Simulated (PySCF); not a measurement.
Cyclobutanone, C4H6O, SMILES O=C1CCC1, point group C2v.

Level: B3LYP/pcSseg-1 in PySCF (density fitting, grid level 2); geometry and Hessian at that level, cubic constants and property derivatives from steps of ±0.6 along each species' dimensionless normal coordinates, second-order vibrational perturbation theory. The parent has the commonest isotopes.

Equilibrium geometry (Å):

```json
{"atom": "O1", "x": "0.2646", "y": "2.2742", "z": "0.5628"}
{"atom": "C2", "x": "0.1309", "y": "1.1197", "z": "0.2703"}
{"atom": "C3", "x": "-1.0797", "y": "0.1783", "z": "0.1883"}
{"atom": "C4", "x": "-0.1081", "y": "-0.9607", "z": "-0.2453"}
{"atom": "C5", "x": "1.1050", "y": "0.0145", "z": "-0.1635"}
{"atom": "H6", "x": "-1.8246", "y": "0.4887", "z": "-0.5540"}
{"atom": "H7", "x": "-1.5950", "y": "0.0409", "z": "1.1463"}
{"atom": "H8", "x": "-0.0580", "y": "-1.7978", "z": "0.4553"}
{"atom": "H9", "x": "-0.2990", "y": "-1.3587", "z": "-1.2450"}
{"atom": "H10", "x": "1.8675", "y": "-0.2189", "z": "0.5890"}
{"atom": "H11", "x": "1.6181", "y": "0.2306", "z": "-1.1080"}
```

Give the equilibrium and ground-state rotational constants (MHz) of parent; ¹³C at 3.


| species | Ae | Be | Ce | A0 | B0 | C0 | Δ0 (u Å²) | harmonic ZPE (cm⁻¹) |
| --- | --- | --- | --- | --- | --- | --- | --- | --- |
| parent | 10825 | 4793 | 3543.5 | 10716 | 4769 | 3531.2 | -10.012 | 19785 |
| ¹³C at 3 | 10551 | 4783.2 | 3508.3 | 10447 | 4759.3 | 3496.2 | -10.013 | 19743 |

Δ0 = Ic − Ia − Ib from the ground-state constants.

How is the parent's vibrational correction B0 − Be made up?


```csv
axis,harmonic,Coriolis,cubic,total (MHz)
a,18.4,-104,-22.6,-109
b,5.41,-21.1,-8.24,-24
c,1.93,-2.9,-11.3,-12.3
```

And its quartic centrifugal distortion constants from the harmonic force field?

Asymmetric top, A reduction, Ir representation: ΔJ = 0.592 kHz, ΔJK = 11.1 kHz, ΔK = -5.38 kHz, δJ = 0.147 kHz, δK = -1.98 kHz.

A mode lies under 250 cm⁻¹, where this perturbation treatment is rough.
